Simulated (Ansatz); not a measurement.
Energy needed to pull apart CH$_{5}$NSi (SMILES C[SiH]=N), singlet, into free ground-state atoms, from the structure below (at a frame of a short PBE0-D4/def2-SVP trajectory); no zero-point or spin–orbit terms; open-shell atoms are treated unrestricted, in their ground-state multiplicity.

```tsv
atom	x (Å)	y (Å)	z (Å)
C1	-0.6829	0.8306	-0.4732
Si2	0.6540	-0.2543	0.2244
N3	0.2536	-1.6825	0.7973
H4	-1.0562	0.1057	-1.2396
H5	-0.4407	1.8669	-0.8004
H6	-1.4573	0.9804	0.3323
H7	2.0451	-0.2204	-0.1820
H8	0.6053	-2.5747	1.1737
```

Ansatz 0.2.0; basis: def2-TZVPP; cores frozen in the correlated methods.

| method | atomization energy (eV) |
| --- | --- |
| PBE-D4 | 28.50 |
| r2SCAN-D4 | 27.95 |
| PBE0-D4 | 27.87 |
| wB97M-V | ? |
| HF | ? |
| MP2 | 27.39 |
| CCSD | 26.66 |
| CCSD(T) | 27.13 |

(1) What does wB97M-V give? (To be estimated.)

(2) What does HF give? (An estimate is asked for; the value comes from the calculation.)

T1 diagnostic: at most 0.017. The restricted Hartree–Fock reference is unstable towards an unrestricted one here.

## Answers

(1) Computed: 28.11 eV, which is about 0.98 eV more than CCSD(T)/def2-TZVPP.

(2) By the calculation: 19.36 eV, which is about 7.77 eV less than CCSD(T)/def2-TZVPP.

In triple zeta the MP2 and coupled-cluster atomization energies are still short of their basis limit by a few kcal/mol a bond, whereas those of the functionals are nearly converged, so these differences are not deviations from converged CCSD(T).

For scale, one of the runs: CCSD(T)/def2-TZVPP forces, 174 basis functions, launched by `ansatz run in.yaml --threads 2 --pin off --events-out ev --progress --plain --max-ram 3481MiB`. The run took 4.8 min on 2 CPU threads of an Intel Xeon (shared host), with 2.7 GiB of host memory at its peak.
